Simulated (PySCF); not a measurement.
Energies from PySCF, thermal terms from the rigid-rotor harmonic-oscillator model, ideal gas at 1 bar. Table values come from the NASA 1993 polynomials. S°(298 K) at PBE0/def2-TZVP differs from the NASA 1993 table for Al₂O (+6 J/mol/K); whether the harmonic model or the table's entry is off was not settled. 6-31G* has spherical d functions here. All species are closed-shell singlets. B3LYP is the form with VWN-RPA correlation. The harmonic model lacks anharmonicity and excited electronic states, which grow with temperature; levels with a mode under 35 cm⁻¹ are left out. Soft modes under 120 cm⁻¹ make the harmonic entropy rough for Al₂O. The table's entry may be an old estimate for Al₂O (not checked at source).

Harmonic frequencies at B3LYP/6-31G* (cm⁻¹): 93, 93, 508, 978. Point group D∞h; S°(298 K) = 260.7 J/mol/K at this level.

Question: Work out Cp and S° of gaseous Al₂O at 500, 800, 1200, 1600, 2000 K from these, and set them beside the table.

Answer: 
```csv
T (K),Cp B3LYP/6-31G*,Cp table,S° B3LYP/6-31G*,S° table
500,57.1,57.0,289.0,280.6
800,59.9,59.9,316.6,308.1
1200,61.2,61.1,341.2,332.7
1600,61.7,61.7,358.8,350.3
2000,61.9,62.0,372.6,364.1
```
Units J/mol/K.
